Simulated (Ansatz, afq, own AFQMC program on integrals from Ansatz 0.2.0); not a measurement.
# BNH (doublet): quantum Monte Carlo beside coupled cluster at scale of all distances = 1.111, 6-31G

One table from this session's results is given with a row withheld; the runs are named, their logs left out.

Computed with Ansatz 0.2.0, Gaussian basis, and an in-house AFQMC program (afq) on its integrals; all values are calculated. Level: 6-31G, frozen cores.

Plan: Full CI; PBE (unrestricted); r2SCAN (unrestricted); PBE0 (unrestricted); B3LYP (unrestricted); wB97M-V (unrestricted); B2PLYP (unrestricted); CCSD(T) on UHF; Full CI; Full CI (quartet); CCSDT(Q) on UHF; CCSDTQ on UHF; Phaseless AFQMC, CISD trial on UHF; Phaseless AFQMC, single-determinant trial on UHF; Free-projection AFQMC, CISD trial on UHF; CCSD(T) on ROHF; Full CI; CCSDT(Q) on ROHF; CCSDTQ on ROHF; Phaseless AFQMC, CISD trial on ROHF; Phaseless AFQMC, single-determinant trial on ROHF; Free-projection AFQMC, CISD trial on ROHF.

8 further runs of the same task are left out: 8 that didn't finish.

## What is computed

The geometry derives from a PBE0/def2-TZVP stationary point (not a proven minimum). All distances are scaled together.

3 atoms, charge 0, spin multiplicity 2.

Atoms are counted from 1 here; the program's logs count them from 0.

Bond lengths: B1–N2 1.451 Å, B1–H3 1.304 Å. Angles: N2–B1–H3 180.0°.

Set-up of the first run:

in.yaml

```yaml
crystal:
  periodic: [false, false, false]
  atoms:
    - {symbol: B, position_ang: [0.000000, 0.000000, 0.048799]}
    - {symbol: N, position_ang: [0.000000, 0.000000, -1.401792]}
    - {symbol: H, position_ang: [0.000000, 0.000000, 1.352993]}
basis:
  gaussian: {orbitals: 6-31G}
magnetization: {spin_polarized: false, initial_magnetization: 1}
correlation: {method: fci, electrons: outside_noble_gas}
```

On the command line:

```sh
ansatz run in.yaml --threads 1 --pin off --events-out ev --progress --plain --max-ram 24576MiB --backend cuda --devices 0, --max-vram 18GiB
```

Steps of the session up to this table: Full CI; PBE (unrestricted); r2SCAN (unrestricted); PBE0 (unrestricted); B3LYP (unrestricted); wB97M-V (unrestricted); B2PLYP (unrestricted); CCSD(T) on UHF; Full CI (quartet); CCSDT(Q) on UHF; CCSDTQ on UHF; Phaseless AFQMC, CISD trial on UHF; Phaseless AFQMC, single-determinant trial on UHF; Free-projection AFQMC, CISD trial on UHF; CCSD(T) on ROHF; CCSDT(Q) on ROHF; CCSDTQ on ROHF; Phaseless AFQMC, CISD trial on ROHF; Phaseless AFQMC, single-determinant trial on ROHF; Free-projection AFQMC, CISD trial on ROHF.

One of the session's tables, all rows but one given; the rest of the session is left out.

On the ROHF determinant, counted from full CI (exact for this spin and basis):

| level | from full CI (kcal/mol) |
| --- | --- |
| HF | +111.95 |
| MP2 | +16.01 |
| CCSD | +5.41 |
| CCSD(T) | +1.15 |
| CCSDT(Q) | +0.04 |
| CCSDTQ | +0.03 |
| full CI | 0.00 |
| Phaseless AFQMC, CISD trial, step 0.005, 4000 walkers | ? |
| Phaseless AFQMC, single-determinant trial, step 0.005, 4000 walkers | +1.76 |
| Free-projection AFQMC, CISD trial, step 0.03, 4000 walkers | +0.02 |

Estimate the missing values for Phaseless AFQMC, CISD trial, step 0.005, 4000 walkers.

**Answer.** from full CI (kcal/mol): +0.62. In the column «from full CI (kcal/mol)» it lies between CCSDT(Q) (+0.04) and CCSD(T) (+1.15).
